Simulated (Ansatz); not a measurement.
Geometry optimisation, RKS PBE0/def2-SVP (Ansatz).

input.yaml

```yaml
crystal:
  periodic: [false, false, false]
  atoms:
    - { symbol: Si, position_ang: [0.397134, -0.222891, -0.483514] }
    - { symbol: "N", position_ang: [-0.237329, -0.21367, 2.465687] }
    - { symbol: H, position_ang: [-0.961478, -0.690534, 3.003314] }
    - { symbol: H, position_ang: [0.123542, 0.530239, 3.064507] }
    - { symbol: H, position_ang: [0.905016, -0.357303, -1.887081] }
    - { symbol: H, position_ang: [0.443328, 1.214399, -0.102124] }
    - { symbol: H, position_ang: [-0.971513, -0.804783, -0.417808] }
    - { symbol: F, position_ang: [1.420947, -1.089278, 0.416946] }
    - { symbol: H, position_ang: [0.541354, -0.886379, 2.339371] }
basis:
  gaussian: { orbitals: def2-SVP }
hamiltonian:
  xc: pbe0
relax:
  f_tol: 0.03
  max_steps: 50
```

Run as:

```bash
$ ansatz run input.yaml --threads 1 --pin off --max-ram 2048MiB --backend cpu --events-out ev --progress --plain --runs-dir out
```

Where does it end, and by what steps?

It converged. After 7 steps the energy has fallen by 0.051 eV; H3 moved furthest, 0.38 Å.

```tsv
step	energy less start (eV)	largest force component (eV/Å)	accepted
0	0.0000	0.580	yes
1	-0.0190	0.727	yes
2	-0.0243	0.568	yes
3	-0.0315	0.565	yes
4	-0.0057	0.414	no
5	-0.0481	0.229	yes
6	-0.0509	0.041	yes
7	-0.0510	0.023	yes
```

```xyz
9
Properties=species:S:1:pos:R:3
Si 0.374 -0.229 -0.332
N -0.118 -0.263 2.307
H -1.009 -0.631 2.635
H 0.062 0.595 2.827
H 0.746 -0.286 -1.787
H 0.464 1.203 0.057
H -0.989 -0.816 -0.236
F 1.529 -1.160 0.357
H 0.604 -0.931 2.573
```

Whether the end is a true minimum wasn't checked by a vibrational analysis.

The run took 9.1 s on 1 thread of AMD EPYC 9R45 96-Core Processor (Zen 5) (shared host), peak memory 0.15 GiB.
